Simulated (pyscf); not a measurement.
This saddle point was located with ωB97X-D3(BJ)/def2-SVP in PySCF.

```xyz
10

C     -0.7282    -0.4218     2.1208
Zr    -0.1853    -0.0381    -0.1335
Cl     1.9226     0.7361     0.5563
Cl    -1.7445     1.6145    -0.6282
Cl     0.3584    -1.1687    -2.1277
H     -1.5453    -0.9302     2.6540
H      0.2256    -0.6956     2.5984
H     -0.8899     0.6649     2.2509
H     -1.0885    -1.3267     0.9992
H     -1.1603    -1.7196     0.1023
```

Surface: singlet, charge 0. Lowest wavenumbers (cm⁻¹): 1027i, 42, 91, 113, 118.

### Question
What reaction is this the transition state of?

### Answer
H₃C–Zr(Cl)(Cl)–Cl + hydrogen (H₂) ⇌ methane (CH₄) + Cl–ZrH(Cl)–Cl, a four-centre exchange read from left to right: C–Zr, H–H broken and C–H, H–Zr formed. At ωB97M-D3(BJ)/def2-TZVP it lies +20.8 kcal/mol from the left side and +24.9 kcal/mol from the right (each side as separated species at their lowest minima found). At the saddle there is also a short H–Zr contact that neither side keeps. This is the saddle that the search found; another between the same sides may lie lower. Elements past Kr carry the def2 core potentials, without spin-orbit coupling.
